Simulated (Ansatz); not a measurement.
## BH2, doublet: the ladder up to full CI

Geometry: a point of a bend scan, not a stationary point.

```xyz
3

B     0.0000   -0.1369    0.0000
H     0.0000    0.7343   -0.8124
H     0.0000    0.7343    0.8124
```

Basis aug-cc-pVDZ; Ansatz 0.2.0. Correlated methods freeze the noble-gas cores, which leaves 5 electrons in 40 orbitals. Prefix R: restricted or restricted open-shell reference; prefix U: unrestricted. Active spaces: pair = (3e, 3o) about the gap; valence = (5e, 6o) chosen from the atoms' valence shells.

Full CI is exact within this basis and frozen core; it isn't the basis-set limit. The frozen core follows each run's orbitals, which can shift R against U totals by a few meV.

For open shells CISD is restricted-active-space CI with the open shells as a complete middle space.

```
UHF ⟨S²⟩                          : 0.755
T1 diagnostic (RCCSD)             : 0.0152
largest doubles amplitude (RCCSD) : 0.030
T1 diagnostic (UCCSD)             : 0.0105
```

| level | E − E(full CI) (meV) | share of correlation (%) | wall time |
| --- | --- | --- | --- |
| RHF | 2550 | 0.00 | – |
| UHF | 2515 | 1.35 | – |
| RMP2 | 609 | 76.10 | – |
| UMP2 | 606 | 76.25 | – |
| CISD | 104 | 95.93 | 0.63 s |
| RCCSD | 56 | 97.80 | – |
| UCCSD | 56 | 97.82 | – |
| RCCSD(T) | 14 | 99.47 | 1.4 s |
| UCCSD(T) | 13 | 99.47 | 1.4 s |
| BCCD(T) | 14 | 99.47 | 0.96 s |
| RCCSDT | 1 | 99.97 | – |
| UCCSDT | 1 | 99.97 | – |
| RCCSDT(Q) | 0 | 99.99 | 11 s |
| UCCSDT(Q) | 0 | 100.00 | 10 s |
| CASSCF (pair space) | 2148 | 15.77 | – |
| NEVPT2 (pair space) | 621 | 75.63 | 0.45 s |
| MRCISD (pair space) | 84 | 96.71 | – |
| MRCISD+Q (pair space) | -8 | 100.33 | 0.6 s |
| CASSCF (valence space) | 1537 | 39.73 | – |
| NEVPT2 (valence space) | 445 | 82.54 | 0.42 s |
| MRCISD (valence space) | 50 | 98.03 | – |
| MRCISD+Q (valence space) | 6 | 99.78 | 0.84 s |
| MRCISD+Q(relaxed) (valence space) | -16 | 100.63 | 0.96 s |

The correlation energy at full CI, counted from RHF, is -2.550 eV. That run took 17 s on 1 thread of Arm Neoverse V1, shared host over 1,948,494 determinants.

Times hold each run's SCF and search for its determinant on a shared host, so for small cases they say little of a method's own cost; they ran on 1 thread of Arm Neoverse V1.

More than 5 meV below full CI, which no variational method can be: MRCISD+Q (pair space), MRCISD+Q(relaxed) (valence space).

The full-CI state has the irrep A1 of C2v, in the program's axes.

Natural occupations of full CI about the gap: 1.957 1.947 0.990 0.027 0.018 0.015 0.009 0.009 0.007 0.005; effectively unpaired electrons, Σ n²(2−n)², 1.02.
